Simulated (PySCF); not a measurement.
# C4H11P: the cost of one run

Computed with PySCF 2.14.0 and routines of our own; the level stands in each step. Atoms count from 0.

### 1 The system as given

16 atoms, charge 0, multiplicity 1; geometry from: GFN2-xTB.

### 2 Magnetic properties: GIAO KT3/pcSseg-1

What the job is given:

```
{"job": {"kind": "mag", "xc": "KT3", "basis": "pcSseg-1", "isotopologues": 2}, "charge": 0, "multiplicity": 1}
C      0.208573     1.412036     1.424226
P      0.091897     0.231469     0.202730
C      1.340807    -0.361325    -1.079696
C     -1.313794     0.653106    -0.880821
C     -0.367079    -1.355970     0.975684
H      0.982678     1.152192     2.144837
H      0.392505     2.397450     0.998505
H      0.945605    -1.140738    -1.726877
H      2.219519    -0.736983    -0.555820
H      1.641824     0.492920    -1.685705
H     -1.065464     1.542734    -1.457078
H     -2.167656     0.873108    -0.243423
H     -1.546188    -0.164971    -1.560050
H     -0.610574    -2.105434     0.224860
H      0.462842    -1.708454     1.585479
H     -1.223094    -1.172196     1.621739
```

Level: GIAO KT3/pcSseg-1 magnetisability, rotational g tensor and spin-rotation constants, non-relativistic, gas phase.

Started as:

```sh
> OMP_NUM_THREADS=1 python excited_run.py task.json out
```

This one command runs all jobs of the session in turn.

**Question.** How long does this first job take on 1 thread of Intel Xeon Platinum 8259CL at 2.50GHz, shared host, and how much memory does it need?

About 45 s, with a peak of 0.53 GiB.
